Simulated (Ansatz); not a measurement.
**Molecular dynamics of C2H2O2**

Input file:

```yaml
crystal:
  periodic: [false, false, false]
  atoms:
    - { symbol: O, position_ang: [-0.852241, -1.605627, 0.598554] }
    - { symbol: C, position_ang: [-0.250908, -0.64422, 0.216513] }
    - { symbol: C, position_ang: [0.387124, 0.629418, 0.471117] }
    - { symbol: O, position_ang: [0.113444, -0.273515, -1.160276] }
    - { symbol: H, position_ang: [0.997544, 0.372573, -0.739503] }
    - { symbol: H, position_ang: [-0.352865, 1.457271, 0.567295] }
basis:
  gaussian: { orbitals: cc-pVDZ }
hamiltonian:
  xc: blyp
  dispersion: d4
md:
  timestep: 0.5
  n_steps: 200
  ensemble: nve
  temperature: 100.0
  initial_velocities: maxwell_boltzmann
  seed: 3856
```

Launched with:

```bash
$ ansatz run input.yaml --threads 1 --pin off --max-ram 2048MiB --backend cpu --events-out ev --progress --plain --runs-dir out
```

It starts at the highest image of a converged band. Of that band: Neighbouring images differ by up to 1.7 eV, so the band resolves the path poorly. A vibrational analysis at the climbing image gives one clearly imaginary mode, 1423i cm⁻¹: a first-order saddle point.

Output, in part (step lines, the closing report, with atoms numbered from 0):

```
md step     0: t =     0.00 fs  T =   100.0 K  F+E_penalty+E_count = -6195.55973296 eV  E_kin = 0.051704 eV  conserved = -6195.50802896 eV  (28 SCF iters)
md step     1: t =     0.50 fs  T =    97.5 K  F+E_penalty+E_count = -6195.55840607 eV  E_kin = 0.050407 eV  conserved = -6195.50799871 eV  (33 SCF iters)
md step     2: t =     1.00 fs  T =    90.9 K  F+E_penalty+E_count = -6195.55493584 eV  E_kin = 0.046999 eV  conserved = -6195.50793685 eV  (33 SCF iters)
md step     3: t =     1.50 fs  T =    82.0 K  F+E_penalty+E_count = -6195.55026541 eV  E_kin = 0.042402 eV  conserved = -6195.50786298 eV  (33 SCF iters)
md step     4: t =     2.00 fs  T =    73.0 K  F+E_penalty+E_count = -6195.54554339 eV  E_kin = 0.037748 eV  conserved = -6195.50779588 eV  (32 SCF iters)
md step     5: t =     2.50 fs  T =    65.9 K  F+E_penalty+E_count = -6195.54182401 eV  E_kin = 0.034074 eV  conserved = -6195.50775006 eV  (34 SCF iters)
md step     6: t =     3.00 fs  T =    62.1 K  F+E_penalty+E_count = -6195.53983141 eV  E_kin = 0.032097 eV  conserved = -6195.50773417 eV  (34 SCF iters)
md step     7: t =     3.50 fs  T =    62.0 K  F+E_penalty+E_count = -6195.53981772 eV  E_kin = 0.032067 eV  conserved = -6195.50775052 eV  (34 SCF iters)
[... lines left out ...]
Total energy: -6197.00993139 eV, -227.7359144944 hartree
Atom 0 at    -1.046097    -1.631194     1.184927 Å, force    -2.059205    -1.912922     1.688216 eV/Å
Atom 1 at    -0.331177    -1.106942     0.438991 Å, force     2.948343     4.142337    -2.757636 eV/Å
Atom 2 at     0.030602     0.170394    -0.208347 Å, force    -0.869261    -0.725213     4.312363 eV/Å
Atom 3 at     0.568969     0.435556    -1.360987 Å, force    -0.397694    -1.467162    -4.216839 eV/Å
Atom 4 at     1.242182     1.103488    -1.433861 Å, force     0.942980     0.726276     0.725022 eV/Å
Atom 5 at     0.453951     0.860992     0.585712 Å, force    -0.565162    -0.763317     0.248874 eV/Å
Dipole moment:     0.429149     0.415512    -0.143666 e Å
```

The steps, from the saved trajectory:

```
time (fs)  T (K)  potential energy less start (eV)  conserved less start (meV/atom)
      0.0    100                             0.000                             0.00
      3.0     62                             0.020                             0.05
      6.0     80                             0.011                             0.01
      9.0     91                             0.005                             0.07
     12.0    261                            -0.083                             0.02
     15.0    486                            -0.200                             0.03
     18.0    712                            -0.317                            -0.04
     21.0    805                            -0.364                             0.00
     24.0    882                            -0.404                             0.02
     27.0    892                            -0.410                            -0.04
     30.0    813                            -0.368                             0.03
     33.0    882                            -0.404                            -0.03
     36.0    842                            -0.384                            -0.01
     39.0    743                            -0.333                            -0.01
     42.0    708                            -0.314                             0.02
     45.0    914                            -0.421                             0.03
     48.0   1357                            -0.650                             0.02
     51.0   1912                            -0.937                            -0.03
     54.0   2431                            -1.205                             0.00
     57.0   2925                            -1.461                            -0.02
     60.0   3307                            -1.659                            -0.20
     63.0   2938                            -1.468                            -0.04
     66.0   2557                            -1.270                             0.08
     69.0   2970                            -1.485                            -0.14
     72.0   3141                            -1.573                            -0.10
     75.0   2966                            -1.482                            -0.02
     78.0   2874                            -1.434                            -0.03
     81.0   2790                            -1.391                            -0.03
     84.0   2629                            -1.308                            -0.11
     87.0   2247                            -1.110                             0.00
     90.0   2167                            -1.068                             0.07
     93.0   2732                            -1.361                            -0.08
     96.0   3257                            -1.633                            -0.16
     99.0   3113                            -1.559                            -0.18
```

All steps were run. The conserved energy stayed within 0.24 meV per atom of its start (net change -0.049 meV per atom), so the integration is sound. The system heated up, since it started high on the potential surface and ran downhill. A run of 0.1 ps of so small a system gives no equilibrium averages. The orbitals stay closed-shell, which can raise the energy where a bond breaks towards radicals; this wasn't checked here.

The step under study would form O4–H5 and break C3–H5. These pairs go: O4–H5 1.17 → 0.95 Å, C3–H5 1.38 → 1.96 Å. In the last frame they stand as after the step (other bonds may differ from the relaxed reactants and products). Also parted: C2–O4 1.47 → 2.54 Å. Also joined: C3–O4 1.88 → 1.30 Å. It ends as one piece, C2H2O2. Pairs count as bonded within 1.25 times the sum of covalent radii (0.12 Å more for H–H).

Last frame:

```xyz
6
Properties=species:S:1:pos:R:3
O -1.046 -1.631 1.185
C -0.331 -1.107 0.439
C 0.031 0.170 -0.208
O 0.569 0.436 -1.361
H 1.242 1.103 -1.434
H 0.454 0.861 0.586
```

Run time: 3.6 min on 1 thread of Arm Neoverse V2 (shared host), peak memory 0.1 GiB.
